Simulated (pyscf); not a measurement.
This saddle point was located with ωB97X-D3(BJ)/def2-SVP in PySCF.

```xyz
8

C      0.8719    -1.3124     0.0665
S     -0.0803    -0.0973     1.0329
H      1.0902    -2.2159     0.6538
H      0.2358    -1.5913    -0.7890
H      1.8000    -0.8682    -0.3219
H     -0.2916     0.9840     2.2845
H     -1.4624     0.7812     1.3398
H     -1.2463     1.3436     2.1725
```

Surface: singlet, charge 0. Lowest wavenumbers (cm⁻¹): 2166i, 76, 128, 486, 710.

**Question.** Which two sides does it connect, and which bonds change?

**Answer.** H₃C–SH + hydrogen (H₂) ⇌ H₃C–SH + hydrogen (H₂), a four-centre exchange read from left to right: H–S, H–H broken and H–S, H–H formed. At ωB97M-D3(BJ)/def2-TZVP it lies +3.40 eV from the left side and +3.40 eV from the right (each side as separated species at their lowest minima found). The same reactants have a lower exit, to H₂C=S + H₂ + H₂ (barrier +3.00 eV at ωB97M-D3(BJ)/def2-TZVP, against +3.40 eV here). One saddle was located; it need not be the lowest between these sides.
